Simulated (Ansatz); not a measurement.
The same path of CH6AlF (9 atoms, charge 0, multiplicity 1) was run twice with different band settings. Lost on the way: Al1–C2, H5–F6. Made: C2–H5.

These are results of Ansatz 0.2.0, RKS B3LYP-D4/def2-SVP, not measurements.

Relaxed end points:

```xyz
9
Properties=species:S:1:pos:R:3
Al -0.469 -0.922 0.217
C -0.332 1.046 -0.017
H -1.118 -1.774 -0.959
H -0.415 -1.508 1.694
H 1.778 -0.174 -0.455
F 1.571 -1.077 -0.308
H 0.381 1.535 0.674
H -1.312 1.510 0.202
H -0.084 1.363 -1.047
```

```xyz
9
Properties=species:S:1:pos:R:3
Al -0.161 -1.537 0.197
C 0.081 1.272 -0.151
H -1.190 -1.688 -0.988
H -0.516 -1.436 1.729
H 0.895 0.543 -0.297
F 1.462 -1.739 -0.185
H 0.404 1.998 0.607
H -0.860 0.814 0.197
H -0.114 1.773 -1.109
```

Common settings: movable images 7; climbing image yes; spring 5.0 eV/Å²; optimiser quadratic models (default); start path through a guess of the saddle point; iteration limit 60; end points relaxed.

| run | force threshold |
| --- | --- |
| 1 | 0.03 eV/Å |
| 2 | 0.2 eV/Å |

What does each run give, and how far can it be trusted?

Run 1: converged after 7 iterations, highest image 0.092 eV above the first end. A vibrational analysis at the climbing image gives 2 clearly imaginary modes (530i, 112i cm⁻¹): a point of higher order, so a lower path passes nearby.
Run 2: converged after 5 iterations, highest image 0.092 eV above the first end. The threshold of 0.2 eV/Å is loose, so the images may lie well off the minimum-energy path. Another band between the same ends (7 images) ends at a top of the same energy, where a vibrational analysis finds 2 clearly imaginary modes.
The orbitals stay closed-shell, which can raise the energy where a bond breaks towards radicals; this wasn't checked here.
